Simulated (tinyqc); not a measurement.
Worked calculation (part 1 of 2): UHF in the sto-3g basis, for BH2, spin multiplicity 2. Computed by tinyqc, a small Python program that keeps every step (integrals from PySCF). Settings: charge = 0, multiplicity = 2, basis = sto-3g, energy threshold = 1e-09, iteration cap = 51, orthogonalisation = canonical, start = highest core orbitals, DIIS depth = 3, method = UHF. Command: `OMP_NUM_THREADS=1 python tinyqc.py 23916 23917 out.jsonl` (the two numbers bound the seeds that draw the settings). One thread of a shared host (Intel(R) Xeon(R) Processor @ 2.60GHz), about 0.1 s of CPU time with the checks. Later iterations appear only in the table of the cycle.

## One-electron integrals

Geometry (angstrom):
```
atom,x,y,z
B,0.0000,0.0000,0.0000
H,0.0000,1.4380,0.6290
H,0.0000,-1.4380,0.6290
```

Basis sto-3g: exponents (1/bohr^2) and contraction coefficients of normalised primitives:
```
element,l (shell),exponent,coefficient
B,s (1),48.7911,0.1543
B,s (1),8.8874,0.5353
B,s (1),2.4053,0.4446
B,s (2),2.2370,-0.1000
B,s (2),0.5198,0.3995
B,s (2),0.1691,0.7001
B,p (3),2.2370,0.1559
B,p (3),0.5198,0.6077
B,p (3),0.1691,0.3920
H,s (1),3.4253,0.1543
H,s (1),0.6239,0.5353
H,s (1),0.1689,0.4446
```

Overlap, kinetic and nuclear-attraction integrals over the contracted functions; the nuclear repulsion is the sum of Za Zb / Rab.

nuclear repulsion = 3.555521 hartree

overlap S, lower triangle:
```
,1B 1s,1B 2s,1B 2px,1B 2py,1B 2pz,2H 1s,3H 1s
1B 1s,1.0000
1B 2s,0.2693,1.0000
1B 2px,0.0000,0.0000,1.0000
1B 2py,0.0000,0.0000,0.0000,1.0000
1B 2pz,0.0000,0.0000,0.0000,0.0000,1.0000
2H 1s,0.0285,0.3012,0.0000,0.3191,0.1396,1.0000
3H 1s,0.0285,0.3012,0.0000,-0.3191,0.1396,0.0236,1.0000
```

kinetic energy T (hartree), lower triangle:
```
,1B 1s,1B 2s,1B 2px,1B 2py,1B 2pz,2H 1s,3H 1s
1B 1s,10.8263
1B 2s,-0.0480,0.3592
1B 2px,0.0000,0.0000,1.1239
1B 2py,0.0000,0.0000,0.0000,1.1239
1B 2pz,0.0000,0.0000,0.0000,0.0000,1.1239
2H 1s,-0.0083,0.0212,0.0000,0.0786,0.0344,0.7600
3H 1s,-0.0083,0.0212,0.0000,-0.0786,0.0344,-0.0077,0.7600
```

nuclear attraction V (hartree), lower triangle:
```
,1B 1s,1B 2s,1B 2px,1B 2py,1B 2pz,2H 1s,3H 1s
1B 1s,-23.8217
1B 2s,-3.3210,-4.4409
1B 2px,0.0000,0.0000,-4.3650
1B 2py,0.0000,0.0000,0.0000,-4.4788
1B 2pz,-0.0086,-0.0839,0.0000,0.0000,-4.3868
2H 1s,-0.3524,-1.0685,0.0000,-1.0557,-0.4706,-3.0913
3H 1s,-0.3524,-1.0685,0.0000,1.0557,-0.4706,-0.0835,-3.0913
```

core Hamiltonian H = T + V (hartree), lower triangle:
```
,1B 1s,1B 2s,1B 2px,1B 2py,1B 2pz,2H 1s,3H 1s
1B 1s,-12.9954
1B 2s,-3.3689,-4.0818
1B 2px,0.0000,0.0000,-3.2411
1B 2py,0.0000,0.0000,0.0000,-3.3549
1B 2pz,-0.0086,-0.0839,0.0000,0.0000,-3.2629
2H 1s,-0.3607,-1.0473,0.0000,-0.9771,-0.4363,-2.3313
3H 1s,-0.3607,-1.0473,0.0000,0.9771,-0.4363,-0.0913,-2.3313
```

## Two-electron integrals

Functions are numbered as in S; the eight-fold symmetry (ij|kl) = (ji|kl) = (kl|ij) leaves the list below.

Two-electron integrals (ij|kl) in chemists' order, unique and non-zero (hartree):
```
i,j,k,l,(ij|kl)
1,1,1,1,2.9235
2,1,1,1,0.5184
2,1,2,1,0.1093
2,2,1,1,0.7442
2,2,2,1,0.1932
2,2,2,2,0.5448
3,1,3,1,0.0203
3,2,3,1,0.0300
3,2,3,2,0.1203
3,3,1,1,0.7425
3,3,2,1,0.1932
3,3,2,2,0.5447
3,3,3,3,0.5868
4,1,4,1,0.0203
4,2,4,1,0.0300
4,2,4,2,0.1203
4,3,4,3,0.0316
4,4,1,1,0.7425
4,4,2,1,0.1932
4,4,2,2,0.5447
4,4,3,3,0.5235
4,4,4,4,0.5868
5,1,5,1,0.0203
5,2,5,1,0.0300
5,2,5,2,0.1203
5,3,5,3,0.0316
5,4,5,4,0.0316
5,5,1,1,0.7425
5,5,2,1,0.1932
5,5,2,2,0.5447
5,5,3,3,0.5235
5,5,4,4,0.5235
5,5,5,5,0.5868
6,1,1,1,0.0545
6,1,2,1,0.0115
6,1,2,2,0.0203
6,1,3,3,0.0202
6,1,4,1,0.0007
6,1,4,2,0.0014
6,1,4,4,0.0205
6,1,5,1,3.19e-04
6,1,5,2,0.0006
6,1,5,4,9.89e-05
6,1,5,5,0.0203
6,1,6,1,0.0012
6,2,1,1,0.1577
6,2,2,1,0.0417
6,2,2,2,0.1331
6,2,3,3,0.1291
6,2,4,1,0.0041
6,2,4,2,0.0274
6,2,4,4,0.1391
6,2,5,1,0.0018
6,2,5,2,0.0120
6,2,5,4,0.0044
6,2,5,5,0.1310
6,2,6,1,0.0047
6,2,6,2,0.0493
6,3,3,1,0.0038
6,3,3,2,0.0186
6,3,4,3,0.0048
6,3,5,3,0.0021
6,3,6,3,0.0048
6,4,1,1,0.1461
6,4,2,1,0.0391
6,4,2,2,0.1315
6,4,3,3,0.1248
6,4,4,1,0.0070
6,4,4,2,0.0426
6,4,4,4,0.1432
6,4,5,1,0.0014
6,4,5,2,0.0105
6,4,5,4,0.0059
6,4,5,5,0.1264
6,4,6,1,0.0045
6,4,6,2,0.0566
6,4,6,4,0.0684
6,5,1,1,0.0639
6,5,2,1,0.0171
6,5,2,2,0.0575
6,5,3,3,0.0546
6,5,4,1,0.0014
6,5,4,2,0.0105
6,5,4,4,0.0584
6,5,5,1,0.0044
6,5,5,2,0.0232
6,5,5,4,0.0065
6,5,5,5,0.0595
6,5,6,1,0.0020
6,5,6,2,0.0247
6,5,6,4,0.0278
6,5,6,5,0.0169
6,6,1,1,0.3360
6,6,2,1,0.0904
6,6,2,2,0.3275
6,6,3,3,0.3099
6,6,4,1,0.0095
6,6,4,2,0.0859
6,6,4,4,0.3539
6,6,5,1,0.0041
6,6,5,2,0.0376
6,6,5,4,0.0193
6,6,5,5,0.3183
6,6,6,1,0.0102
6,6,6,2,0.1653
6,6,6,4,0.2045
6,6,6,5,0.0894
6,6,6,6,0.7746
7,1,1,1,0.0545
7,1,2,1,0.0115
7,1,2,2,0.0203
7,1,3,3,0.0202
7,1,4,1,-0.0007
7,1,4,2,-0.0014
7,1,4,4,0.0205
7,1,5,1,3.19e-04
7,1,5,2,0.0006
7,1,5,4,-9.89e-05
7,1,5,5,0.0203
7,1,6,1,0.0012
7,1,6,2,0.0042
7,1,6,4,0.0038
7,1,6,5,0.0018
7,1,6,6,0.0092
7,1,7,1,0.0012
7,2,1,1,0.1577
7,2,2,1,0.0417
7,2,2,2,0.1331
7,2,3,3,0.1291
7,2,4,1,-0.0041
7,2,4,2,-0.0274
7,2,4,4,0.1391
7,2,5,1,0.0018
7,2,5,2,0.0120
7,2,5,4,-0.0044
7,2,5,5,0.1310
7,2,6,1,0.0042
7,2,6,2,0.0287
7,2,6,4,0.0256
7,2,6,5,0.0142
7,2,6,6,0.0708
7,2,7,1,0.0047
7,2,7,2,0.0493
7,3,3,1,0.0038
7,3,3,2,0.0186
7,3,4,3,-0.0048
7,3,5,3,0.0021
7,3,6,3,0.0024
7,3,7,3,0.0048
7,4,1,1,-0.1461
7,4,2,1,-0.0391
7,4,2,2,-0.1315
7,4,3,3,-0.1248
7,4,4,1,0.0070
7,4,4,2,0.0426
7,4,4,4,-0.1432
7,4,5,1,-0.0014
7,4,5,2,-0.0105
7,4,5,4,0.0059
7,4,5,5,-0.1264
7,4,6,1,-0.0038
7,4,6,2,-0.0256
7,4,6,4,-0.0214
7,4,6,5,-0.0124
7,4,6,6,-0.0628
7,4,7,1,-0.0045
7,4,7,2,-0.0566
7,4,7,4,0.0684
7,5,1,1,0.0639
7,5,2,1,0.0171
7,5,2,2,0.0575
7,5,3,3,0.0546
7,5,4,1,-0.0014
7,5,4,2,-0.0105
7,5,4,4,0.0584
7,5,5,1,0.0044
7,5,5,2,0.0232
7,5,5,4,-0.0065
7,5,5,5,0.0595
7,5,6,1,0.0018
7,5,6,2,0.0142
7,5,6,4,0.0124
7,5,6,5,0.0092
7,5,6,6,0.0360
7,5,7,1,0.0020
7,5,7,2,0.0247
7,5,7,4,-0.0278
7,5,7,5,0.0169
7,6,1,1,0.0128
7,6,2,1,0.0034
7,6,2,2,0.0107
7,6,3,3,0.0104
7,6,4,4,0.0107
7,6,5,1,2.71e-04
7,6,5,2,0.0018
7,6,5,5,0.0108
7,6,6,1,3.61e-04
7,6,6,2,0.0031
7,6,6,4,0.0031
7,6,6,5,0.0017
7,6,6,6,0.0088
7,6,7,1,3.61e-04
7,6,7,2,0.0031
7,6,7,4,-0.0031
7,6,7,5,0.0017
7,6,7,6,2.60e-04
7,7,1,1,0.3360
7,7,2,1,0.0904
7,7,2,2,0.3275
7,7,3,3,0.3099
7,7,4,1,-0.0095
7,7,4,2,-0.0859
7,7,4,4,0.3539
7,7,5,1,0.0041
7,7,5,2,0.0376
7,7,5,4,-0.0193
7,7,5,5,0.3183
7,7,6,1,0.0092
7,7,6,2,0.0708
7,7,6,4,0.0628
7,7,6,5,0.0360
7,7,6,6,0.1840
7,7,7,1,0.0102
7,7,7,2,0.1653
7,7,7,4,-0.2045
7,7,7,5,0.0894
7,7,7,6,0.0088
7,7,7,7,0.7746
```

## Orthogonalisation

S = U s U^T; canonical form X = U s^(-1/2), so that X^T S X = 1. Each column of U has its largest component positive (the first on a tie).

eigenvalues of S: 0.4933  0.5368  0.8849  1.0000  1.0867  1.4396  1.5588

X:
```
,1,2,3,4,5,6,7
1B 1s,-0.4477,0.0000,0.7067,0.0000,-0.5508,0.0000,0.2883
1B 2s,0.9729,0.0000,-0.2451,0.0000,-0.2226,0.0000,0.5228
1B 2px,0.0000,0.0000,0.0000,1.0000,0.0000,0.0000,0.0000
1B 2py,0.0000,0.9524,0.0000,0.0000,0.0000,0.5970,0.0000
1B 2pz,0.3405,0.0000,0.6525,0.0000,0.6896,0.0000,0.1778
2H 1s,-0.6182,-0.6913,-0.2691,0.0000,0.2142,0.4112,0.3560
3H 1s,-0.6182,0.6913,-0.2691,0.0000,0.2142,-0.4112,0.3560
```

## Starting guess

The start is the highest orbitals of the core Hamiltonian (a deliberately bad start); D(s) = C_occ C_occ^T for each spin.

D(alpha) at the start, lower triangle:
```
,1B 1s,1B 2s,1B 2px,1B 2py,1B 2pz,2H 1s,3H 1s
1B 1s,0.0124
1B 2s,-0.0587,0.2971
1B 2px,0.0000,0.0000,1.0000
1B 2py,0.0000,0.0000,0.0000,0.1488
1B 2pz,0.0773,-0.2743,0.0000,0.0000,0.9051
2H 1s,0.0466,-0.3139,0.0000,-0.3079,-0.1441,1.2576
3H 1s,0.0466,-0.3139,0.0000,0.3079,-0.1441,-0.0167,1.2576
```

D(beta) at the start, lower triangle:
```
,1B 1s,1B 2s,1B 2px,1B 2py,1B 2pz,2H 1s,3H 1s
1B 1s,0.0124
1B 2s,-0.0587,0.2971
1B 2px,0.0000,0.0000,0.0000
1B 2py,0.0000,0.0000,0.0000,0.1488
1B 2pz,0.0773,-0.2743,0.0000,0.0000,0.9051
2H 1s,0.0466,-0.3139,0.0000,-0.3079,-0.1441,1.2576
3H 1s,0.0466,-0.3139,0.0000,0.3079,-0.1441,-0.0167,1.2576
```

## Iteration 1: building the Fock matrix

J_ij = sum D_kl (ij|kl) with D = D(alpha) + D(beta), K_ij = sum D_kl (ik|jl) for each spin; F = H + J - K(s); E = tr D H + tr D J / 2 - 0.5 sum_s tr D(s) K(s) + E_nn.

Coulomb J (hartree), lower triangle:
```
,1B 1s,1B 2s,1B 2px,1B 2py,1B 2pz,2H 1s,3H 1s
1B 1s,3.5808
1B 2s,0.9406,2.9195
1B 2px,0.0000,0.0000,2.8581
1B 2py,0.0000,0.0000,0.0000,2.9605
1B 2pz,-0.0188,-0.0162,0.0000,0.0000,2.9371
2H 1s,0.0987,0.8422,0.0000,0.8945,0.3901,2.8493
3H 1s,0.0987,0.8422,0.0000,-0.8945,0.3901,0.0641,2.8493
```

exchange K(alpha) (hartree), lower triangle:
```
,1B 1s,1B 2s,1B 2px,1B 2py,1B 2pz,2H 1s,3H 1s
1B 1s,0.0473
1B 2s,0.0597,0.3107
1B 2px,0.0000,0.0000,0.6347
1B 2py,0.0000,0.0000,0.0000,0.1208
1B 2pz,-0.0105,-0.1989,0.0000,0.0000,0.5716
2H 1s,0.0046,0.1017,0.0000,0.1156,0.0479,0.7503
3H 1s,0.0046,0.1017,0.0000,-0.1156,0.0479,0.0075,0.7503
```

exchange K(beta) (hartree), lower triangle:
```
,1B 1s,1B 2s,1B 2px,1B 2py,1B 2pz,2H 1s,3H 1s
1B 1s,0.0270
1B 2s,0.0297,0.1904
1B 2px,0.0000,0.0000,0.0479
1B 2py,0.0000,0.0000,0.0000,0.0892
1B 2pz,-0.0105,-0.1989,0.0000,0.0000,0.5400
2H 1s,0.0009,0.0831,0.0000,0.1108,0.0458,0.7455
3H 1s,0.0009,0.0831,0.0000,-0.1108,0.0458,0.0051,0.7455
```

F(alpha) (hartree), lower triangle:
```
,1B 1s,1B 2s,1B 2px,1B 2py,1B 2pz,2H 1s,3H 1s
1B 1s,-9.4619
1B 2s,-2.4881,-1.4729
1B 2px,0.0000,0.0000,-1.0177
1B 2py,0.0000,0.0000,0.0000,-0.5152
1B 2pz,-0.0168,0.0988,0.0000,0.0000,-0.8974
2H 1s,-0.2666,-0.3068,0.0000,-0.1982,-0.0941,-0.2323
3H 1s,-0.2666,-0.3068,0.0000,0.1982,-0.0941,-0.0347,-0.2323
```

F(beta) (hartree), lower triangle:
```
,1B 1s,1B 2s,1B 2px,1B 2py,1B 2pz,2H 1s,3H 1s
1B 1s,-9.4416
1B 2s,-2.4581,-1.3526
1B 2px,0.0000,0.0000,-0.4309
1B 2py,0.0000,0.0000,0.0000,-0.4836
1B 2pz,-0.0168,0.0988,0.0000,0.0000,-0.8657
2H 1s,-0.2628,-0.2882,0.0000,-0.1934,-0.0920,-0.2275
3H 1s,-0.2628,-0.2882,0.0000,0.1934,-0.0920,-0.0323,-0.2275
```

total energy of this density = -7.252553 hartree

## Iteration 1: diagonalisation and new density

Diagonalise F' = X^T F X, C = X C', fill 4 alpha and 3 beta electrons from the bottom; D(s) = C_occ C_occ^T. Each column has its largest component positive (the first on a tie).

F' = X^T F X (alpha) (hartree), lower triangle:
```
,1,2,3,4,5,6,7
1,-0.8384
2,0.0000,-0.1341
3,1.4576,0.0000,-4.2317
4,0.0000,0.0000,0.0000,-1.0177
5,-1.2779,0.0000,3.0963,0.0000,-3.8939
6,0.0000,-0.1722,0.0000,0.0000,0.0000,-0.4451
7,0.6175,0.0000,-2.4985,0.0000,2.4273,0.0000,-2.3797
```

orbital energies (alpha) (hartree): MO1 -9.4624, MO2 -1.0177, MO3 -0.9976, MO4 -0.7827, MO5 -0.5217, MO6 -0.1010, MO7 -0.0576

coefficients C (alpha):
```
,MO1,MO2,MO3,MO4,MO5,MO6,MO7
1B 1s,1.0022,0.0000,0.1854,-0.2014,0.0000,0.0829,0.0000
1B 2s,-0.0088,0.0000,-0.7147,0.7647,0.0000,-0.4837,0.0000
1B 2px,0.0000,1.0000,0.0000,0.0000,0.0000,0.0000,0.0000
1B 2py,0.0000,0.0000,0.0000,0.0000,0.9323,0.0000,-0.6279
1B 2pz,0.0015,0.0000,0.7280,0.6857,0.0000,-0.2208,0.0000
2H 1s,0.0019,0.0000,0.0090,-0.0099,0.0950,0.7918,0.7988
3H 1s,0.0019,0.0000,0.0090,-0.0099,-0.0950,0.7918,-0.7988
```

F' = X^T F X (beta) (hartree), lower triangle:
```
,1,2,3,4,5,6,7
1,-0.7797
2,0.0000,-0.1159
3,1.4472,0.0000,-4.2097
4,0.0000,0.0000,0.0000,-0.4309
5,-1.2933,0.0000,3.1100,0.0000,-3.8628
6,0.0000,-0.1558,0.0000,0.0000,0.0000,-0.4283
7,0.6746,0.0000,-2.5049,0.0000,2.4059,0.0000,-2.3174
```

orbital energies (beta) (hartree): MO1 -9.4426, MO2 -0.9347, MO3 -0.6997, MO4 -0.4927, MO5 -0.4309, MO6 -0.0925, MO7 -0.0515

coefficients C (beta):
```
,MO1,MO2,MO3,MO4,MO5,MO6,MO7
1B 1s,1.0031,0.1438,-0.2255,0.0000,0.0000,0.0929,0.0000
1B 2s,-0.0121,-0.5603,0.8603,0.0000,0.0000,-0.5247,0.0000
1B 2px,0.0000,0.0000,0.0000,0.0000,1.0000,0.0000,0.0000
1B 2py,0.0000,0.0000,0.0000,0.9156,0.0000,0.0000,-0.6520
1B 2pz,0.0014,0.8415,0.5361,0.0000,0.0000,-0.2309,0.0000
2H 1s,0.0025,-0.0031,0.0193,0.1159,0.0000,0.7917,0.7960
3H 1s,0.0025,-0.0031,0.0193,-0.1159,0.0000,0.7917,-0.7960
```

D(alpha) after iteration 1, lower triangle:
```
,1B 1s,1B 2s,1B 2px,1B 2py,1B 2pz,2H 1s,3H 1s
1B 1s,1.0794
1B 2s,-0.2954,1.0956
1B 2px,0.0000,0.0000,1.0000
1B 2py,0.0000,0.0000,0.0000,0.0000
1B 2pz,-0.0016,0.0040,0.0000,0.0000,1.0001
2H 1s,0.0056,-0.0140,0.0000,0.0000,-0.0002,0.0002
3H 1s,0.0056,-0.0140,0.0000,0.0000,-0.0002,0.0002,0.0002
```

D(beta) after iteration 1, lower triangle:
```
,1B 1s,1B 2s,1B 2px,1B 2py,1B 2pz,2H 1s,3H 1s
1B 1s,1.0777
1B 2s,-0.2867,1.0543
1B 2px,0.0000,0.0000,0.0000
1B 2py,0.0000,0.0000,0.0000,0.0000
1B 2pz,0.0016,-0.0103,0.0000,0.0000,0.9955
2H 1s,-0.0023,0.0183,0.0000,0.0000,0.0078,0.0004
3H 1s,-0.0023,0.0183,0.0000,0.0000,0.0078,0.0004,0.0004
```

## Iteration 2: building the Fock matrix

As before.

Coulomb J (hartree), lower triangle:
```
,1B 1s,1B 2s,1B 2px,1B 2py,1B 2pz,2H 1s,3H 1s
1B 1s,9.5328
1B 2s,1.9867,4.1881
1B 2px,0.0000,0.0000,4.1837
1B 2py,0.0000,0.0000,0.0000,4.1207
1B 2pz,-0.0002,-0.0006,0.0000,0.0000,4.2468
2H 1s,0.2088,0.9697,0.0000,0.9309,0.4156,2.2728
3H 1s,0.2088,0.9697,0.0000,-0.9309,0.4156,0.0786,2.2728
```

exchange K(alpha) (hartree), lower triangle:
```
,1B 1s,1B 2s,1B 2px,1B 2py,1B 2pz,2H 1s,3H 1s
1B 1s,3.0103
1B 2s,0.5792,0.8349
1B 2px,0.0000,0.0000,0.7535
1B 2py,0.0000,0.0000,0.0000,0.1970
1B 2pz,-0.0001,0.0005,0.0000,0.0000,0.7532
2H 1s,0.0632,0.1766,0.0000,0.0390,0.0739,0.0699
3H 1s,0.0632,0.1766,0.0000,-0.0390,0.0739,0.0400,0.0699
```

exchange K(beta) (hartree), lower triangle:
```
,1B 1s,1B 2s,1B 2px,1B 2py,1B 2pz,2H 1s,3H 1s
1B 1s,2.9890
1B 2s,0.5490,0.7110
1B 2px,0.0000,0.0000,0.1644
1B 2py,0.0000,0.0000,0.0000,0.1663
1B 2pz,-0.0004,-0.0016,0.0000,0.0000,0.7192
2H 1s,0.0596,0.1654,0.0000,0.0369,0.0742,0.0748
3H 1s,0.0596,0.1654,0.0000,-0.0369,0.0742,0.0413,0.0748
```

F(alpha) (hartree), lower triangle:
```
,1B 1s,1B 2s,1B 2px,1B 2py,1B 2pz,2H 1s,3H 1s
1B 1s,-6.4729
1B 2s,-1.9615,-0.7286
1B 2px,0.0000,0.0000,0.1891
1B 2py,0.0000,0.0000,0.0000,0.5688
1B 2pz,-0.0087,-0.0850,0.0000,0.0000,0.2307
2H 1s,-0.2151,-0.2542,0.0000,-0.0852,-0.0946,-0.1284
3H 1s,-0.2151,-0.2542,0.0000,0.0852,-0.0946,-0.0526,-0.1284
```

F(beta) (hartree), lower triangle:
```
,1B 1s,1B 2s,1B 2px,1B 2py,1B 2pz,2H 1s,3H 1s
1B 1s,-6.4516
1B 2s,-1.9312,-0.6046
1B 2px,0.0000,0.0000,0.7782
1B 2py,0.0000,0.0000,0.0000,0.5996
1B 2pz,-0.0084,-0.0828,0.0000,0.0000,0.2648
2H 1s,-0.2115,-0.2429,0.0000,-0.0831,-0.0949,-0.1333
3H 1s,-0.2115,-0.2429,0.0000,0.0831,-0.0949,-0.0539,-0.1333
```

total energy of this density = -23.999286 hartree

## Iteration 2: DIIS over 2 matrices

error matrix X^T (FDS - SDF) X (alpha):
```
,1,2,3,4,5,6,7
1,0.0000,0.0000,-0.0917,0.0000,0.1577,0.0000,0.2107
2,0.0000,0.0000,0.0000,0.0000,0.0000,0.0000,0.0000
3,0.0917,0.0000,0.0000,0.0000,0.0390,0.0000,0.0403
4,0.0000,0.0000,0.0000,0.0000,0.0000,0.0000,0.0000
5,-0.1577,0.0000,-0.0390,0.0000,0.0000,0.0000,0.0203
6,0.0000,0.0000,0.0000,0.0000,0.0000,0.0000,0.0000
7,-0.2107,0.0000,-0.0403,0.0000,-0.0203,0.0000,0.0000
```

B (overlaps of the stored error matrices):
```
,1,2
1,8.5240026e-02,-8.1963043e-02
2,-8.1963043e-02,3.6296370e-01
```

Minimise |sum c_i e_i|^2 with sum c_i = 1: solve [B -1; -1 0][c; lambda] = [0; -1] with B_ij = tr e_i^T e_j summed over both spins, and take F = sum c_i F_i.

DIIS coefficients: 0.7269  0.2731

extrapolated F(alpha) (hartree), lower triangle:
```
,1B 1s,1B 2s,1B 2px,1B 2py,1B 2pz,2H 1s,3H 1s
1B 1s,-8.6454
1B 2s,-2.3442,-1.2696
1B 2px,0.0000,0.0000,-0.6881
1B 2py,0.0000,0.0000,0.0000,-0.2191
1B 2pz,-0.0146,0.0486,0.0000,0.0000,-0.5892
2H 1s,-0.2525,-0.2924,0.0000,-0.1674,-0.0942,-0.2039
3H 1s,-0.2525,-0.2924,0.0000,0.1674,-0.0942,-0.0396,-0.2039
```

extrapolated F(beta) (hartree), lower triangle:
```
,1B 1s,1B 2s,1B 2px,1B 2py,1B 2pz,2H 1s,3H 1s
1B 1s,-8.6249
1B 2s,-2.3142,-1.1483
1B 2px,0.0000,0.0000,-0.1007
1B 2py,0.0000,0.0000,0.0000,-0.1877
1B 2pz,-0.0145,0.0492,0.0000,0.0000,-0.5569
2H 1s,-0.2488,-0.2759,0.0000,-0.1632,-0.0928,-0.2018
3H 1s,-0.2488,-0.2759,0.0000,0.1632,-0.0928,-0.0382,-0.2018
```

## Iteration 2: diagonalisation and new density

As before.

F' = X^T F X (alpha) (hartree), lower triangle:
```
,1,2,3,4,5,6,7
1,-0.6068
2,0.0000,0.0850
3,1.3020,0.0000,-3.7157
4,0.0000,0.0000,0.0000,-0.6881
5,-1.1312,0.0000,2.9470,0.0000,-3.4479
6,0.0000,-0.0241,0.0000,0.0000,0.0000,-0.2980
7,0.6041,0.0000,-2.3000,0.0000,2.2459,0.0000,-2.1899
```

orbital energies (alpha) (hartree): MO1 -8.6455, MO2 -0.7097, MO3 -0.6881, MO4 -0.5713, MO5 -0.2995, MO6 -0.0337, MO7 0.0865

coefficients C (alpha):
```
,MO1,MO2,MO3,MO4,MO5,MO6,MO7
1B 1s,0.9994,-0.2535,0.0000,-0.1019,0.0000,0.1133,0.0000
1B 2s,0.0022,0.9297,0.0000,0.3503,0.0000,-0.5852,0.0000
1B 2px,0.0000,0.0000,1.0000,0.0000,0.0000,0.0000,0.0000
1B 2py,0.0000,0.0000,0.0000,0.0000,0.6554,0.0000,0.9132
1B 2pz,0.0018,-0.4087,0.0000,0.8873,0.0000,-0.3075,0.0000
2H 1s,-0.0001,0.0336,0.0000,0.0906,0.3672,0.7860,-0.7157
3H 1s,-0.0001,0.0336,0.0000,0.0906,-0.3672,0.7860,0.7157
```

F' = X^T F X (beta) (hartree), lower triangle:
```
,1,2,3,4,5,6,7
1,-0.5442
2,0.0000,0.1033
3,1.2918,0.0000,-3.6939
4,0.0000,0.0000,0.0000,-0.1007
5,-1.1463,0.0000,2.9613,0.0000,-3.4169
6,0.0000,-0.0068,0.0000,0.0000,0.0000,-0.2825
7,0.6635,0.0000,-2.3048,0.0000,2.2235,0.0000,-2.1297
```

orbital energies (beta) (hartree): MO1 -8.6250, MO2 -0.6197, MO3 -0.5242, MO4 -0.2827, MO5 -0.1007, MO6 -0.0159, MO7 0.1035

coefficients C (beta):
```
,MO1,MO2,MO3,MO4,MO5,MO6,MO7
1B 1s,1.0004,-0.2088,-0.1574,0.0000,0.0000,0.1311,0.0000
1B 2s,-0.0016,0.7736,0.5510,0.0000,0.0000,-0.6539,0.0000
1B 2px,0.0000,0.0000,0.0000,0.0000,1.0000,0.0000,0.0000
1B 2py,0.0000,0.0000,0.0000,0.6138,0.0000,0.0000,0.9417
1B 2pz,0.0016,-0.6467,0.7253,0.0000,0.0000,-0.3233,0.0000
2H 1s,0.0006,0.0423,0.1430,0.3989,0.0000,0.7778,-0.6985
3H 1s,0.0006,0.0423,0.1430,-0.3989,0.0000,0.7778,0.6985
```

D(alpha) after iteration 2, lower triangle:
```
,1B 1s,1B 2s,1B 2px,1B 2py,1B 2pz,2H 1s,3H 1s
1B 1s,1.0735
1B 2s,-0.2692,0.9871
1B 2px,0.0000,0.0000,1.0000
1B 2py,0.0000,0.0000,0.0000,0.0000
1B 2pz,0.0149,-0.0691,0.0000,0.0000,0.9543
2H 1s,-0.0178,0.0629,0.0000,0.0000,0.0667,0.0093
3H 1s,-0.0178,0.0629,0.0000,0.0000,0.0667,0.0093,0.0093
```

D(beta) after iteration 2, lower triangle:
```
,1B 1s,1B 2s,1B 2px,1B 2py,1B 2pz,2H 1s,3H 1s
1B 1s,1.0691
1B 2s,-0.2498,0.9020
1B 2px,0.0000,0.0000,0.0000
1B 2py,0.0000,0.0000,0.0000,0.0000
1B 2pz,0.0225,-0.1006,0.0000,0.0000,0.9443
2H 1s,-0.0307,0.1115,0.0000,0.0000,0.0764,0.0222
3H 1s,-0.0307,0.1115,0.0000,0.0000,0.0764,0.0222,0.0222
```
